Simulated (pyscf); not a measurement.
Optimised with ωB97X-D3(BJ)/def2-SVP in PySCF. Correlated levels are frozen-core, on RHF or UHF. ΔMP2 is the change of the MP2 total energy from the triple- to the quadruple-zeta basis.

SMILES: [OH][Ga]([OH])[SH]
```xyz
7

O      1.0727     0.6323    -0.8508
Ga    -0.3262    -0.1996    -0.1350
O     -0.3843    -0.3168     1.6348
S     -1.9539    -1.0737    -1.2935
H      1.0804     0.6853    -1.8124
H      0.3686     0.0926     2.0762
H     -2.5932    -1.4926    -0.1829
```
Charge 0, spin multiplicity 1.

Question: How much does it cost (ΔH, 298 K, CCSD(T)/def2-TZVPP + ΔMP2(QZVPP)) to split `[OH][Ga]([OH])[SH]` at its Ga–S bond into [HO–Ga–OH]• + SH•?

Answer: Ga–S to [HO–Ga–OH]• + SH•: 86.2 kcal/mol. The radicals are drawn with the spin at the cut bond; how far it spreads was not checked. Other isomers of [HO–Ga–OH]• were not searched in full and may lie lower. The CCSD(T) − MP2 part came from Ansatz, without density fitting, on the same reference. The frozen core leaves the outer d or s,p core shells of the metals and heavy elements correlated in the MP2 and CC values, and def2-TZVPP describes them poorly, which can shift differences by a few kcal/mol. Left out: the spin-orbit lowering of SH. Elements up to Kr have no core potential and no relativistic terms here.
